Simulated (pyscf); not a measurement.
Thermochemistry of product channels of H₂C=CH–CH=CH₂ + GeH₂ [singlet] on the singlet surface, in kcal/mol, from ωB97M-D3(BJ)/def2-TZVP energies (ideal gas, 1 atm, RRHO with modes under 100 cm⁻¹ raised to 100, one conformer, R ln 2 for chiral ones without a mode under 150 cm⁻¹). Structures and frequencies: ωB97X-D3(BJ)/def2-SVP in PySCF.

| products | ΔE | ΔH(298 K) | ΔG(298 K) | ΔG(900 K) |
|---|---|---|---|---|
| cyclic C₄H₈Ge (SMILES C=C[CH]1[CH2][GeH2]1) | ? | -18.3 | -6.7 | +16.2 |
| cyclic C₄H₈Ge (SMILES C1=C[CH2][GeH2][CH2]1) | -54.8 | -51.8 | -38.8 | ? |

Some entries are withheld; supply them.


- cyclic C₄H₈Ge (SMILES C=C[CH]1[CH2][GeH2]1), ΔE: -20.8
- cyclic C₄H₈Ge (SMILES C1=C[CH2][GeH2][CH2]1), ΔG(900 K): -12.8

The channel to cyclic C₄H₈Ge (SMILES C=C[CH]1[CH2][GeH2]1) turns unfavourable between 298 and 1200 K (ΔG from -6.7 kcal/mol to +27.0 kcal/mol).

These are energies of the channels, which say nothing of barriers. Elements up to Kr have no core potential and no relativistic terms here.
